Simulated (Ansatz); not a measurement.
## Loss of H2: CH2N → CN + H2

Species: CH2N `C=[N]`, doublet; CN, doublet; H2 (hydrogen), singlet. 

Shapes, held fixed at every level: PBE0-D4/def2-TZVP. Programs: Ansatz 0.2.0. The zero-point and thermal change to 298 K, harmonic and unscaled (PBE0-D4/def2-TZVP), is -19.7 kJ/mol.

Problem. Estimate ΔH(298 K) of this reaction.

Solution. B2PLYP/def2-TZVPP gives ΔH(298 K) = +212.1 kJ/mol; the levels span +212.1 to +259.4. The median of the levels is +236.2. No measured value is set beside it here. Spin contamination: CH2N (⟨S²⟩ up to 0.93), CN (⟨S²⟩ up to 1.11). Open shells run unrestricted unless RO is named. Times are processor times on shared x86 and Arm servers, and rough.

```
               level                    kind  ΔH(298 K) (kJ/mol)  CPU time (sum over the molecules)
       HF/def2-TZVPP            Hartree–Fock              +236.2                                  –
r2SCAN-D4/def2-TZVPP                meta-GGA              +231.2                              6.7 s
 B3LYP-D4/def2-TZVPP           global hybrid              +229.8                              4.2 s
 BHLYP-D4/def2-TZVPP           global hybrid              +259.4                                4 s
  PBE0-D4/def2-TZVPP           global hybrid              +248.6                              3.3 s
  wB97X-V/def2-TZVPP  range-separated hybrid              +244.3                               13 s
   B2PLYP/def2-TZVPP           double hybrid              +212.1                                5 s
```
